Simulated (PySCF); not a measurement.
Working out the ionisation energy of B

B [He] 2s2 2p1 (2P) → B⁺ [He] 2s2 (1S). Calculation: PySCF 2.14, in x2c-QZVPPall (7s4p3d2f1g, 57 functions); the spin-free X2C one-electron Hamiltonian (Gaussian nucleus). Frozen: nothing. Energies in hartree (1 hartree = 27.21139 eV):

```tsv
part	B (lower)	B⁺ (upper)
UHF	-24.539845	-24.244372
CCSD correlation	-0.085644	-0.078982
(T)	-0.001725	-0.000414
```

Problem. What does Hartree-Fock give?

Solution. (-24.244372) − (-24.539845) = 0.295473 hartree = 8.040 eV.

Problem. What do CCSD and CCSD(T) give?

Solution. The CCSD correlation energies differ by 0.006662 hartree = 0.181 eV and the triples by 0.001311 hartree = 0.036 eV, so CCSD gives 8.221 eV and CCSD(T) 8.257 eV.

Measured between the centres of the two terms (NIST): 8.297 eV, so CCSD(T) (valence and next inner shell) is off by -0.040 eV.

What remains against the reference includes basis incompleteness and higher excitations.
